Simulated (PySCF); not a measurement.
CH4, singlet: computed properties

All numbers come from B3LYP in PySCF with C def2-TZVP, H def2-TZVP; no relativity; density-fitted integrals.

The structure is a minimum.

Coordinates in bohr (charge 0 multiplicity 1):
```
C     0.0000    0.0000    0.0000
H     1.1883    1.1883    1.1883
H    -1.1883    1.1883   -1.1883
H     1.1883   -1.1883   -1.1883
H    -1.1883   -1.1883    1.1883
```

```
Point group                                                                   : Td
Bond lengths                                                                  : C–H 1.089 Å (×4)
Bond angles                                                                   : H–C–H 109.5° (×6)
Enthalpy at 298.15 K above 0 K                                                : 10.01 kJ/mol
Principal polarisabilities                                                    : 15.2, 15.2, 15.2 bohr³
Zero-point energy                                                             : 117.1 kJ/mol
Atomisation energy without zero-point energy                                  : 1758 kJ/mol
Heat capacity Cp at 298.15 K                                                  : 35.4 J/(mol K)
Rotational symmetry number                                                    : 12
Lowest empty level                                                            : 1.30 eV
Entropy at 298.15 K and 1 bar                                                 : 186.1 J/(mol K)
Highest occupied level                                                        : -10.77 eV
Rotational constants                                                          : 5.288, 5.288, 5.288 cm⁻¹
Dipole moment                                                                 : 0.00 D
Principal quadrupole moments (Buckingham, traceless) about the centre of mass : 0.00, 0.00, 0.00 D Å
```

Harmonic modes (masses in u: C 12.000, H 1.008):
```json
{"symmetry": "t2", "ω (cm⁻¹)": "1342", "IR (km/mol, summed over degenerate members)": "43.4", "type": "bend"}
{"symmetry": "e", "ω (cm⁻¹)": "1557", "IR (km/mol, summed over degenerate members)": "0.0", "type": "bend"}
{"symmetry": "a1", "ω (cm⁻¹)": "3034", "IR (km/mol, summed over degenerate members)": "0.0", "type": "stretch"}
{"symmetry": "t2", "ω (cm⁻¹)": "3137", "IR (km/mol, summed over degenerate members)": "71.7", "type": "stretch"}
```

In Td the vibrations span 2t2 + e + a1. The a1, e modes carry no infrared intensity, as symmetry demands.

Charges (e):
| atom | Mulliken | Löwdin | polar tensor | Mayer order to C1 |
| --- | --- | --- | --- | --- |
| C1 | -0.47 | -0.40 | 0.00 | – |
| H2,3,4,5 | 0.12 | 0.10 | 0.00 | 0.98 |

Mulliken populations on C1: s 3.28, p 3.17, d 0.02, f 0.00.

Counting electrons, carbon keeps none of its valence electrons outside its bonds, so the VSEPR class is AX4 and the expected shape is tetrahedral (Td), as computed.

The final relaxation and frequency run took 4.9 s on 2 threads of a shared Arm Neoverse V2 host, with 55 basis functions and 6 gradients; the process peaked at 0.8 GiB.
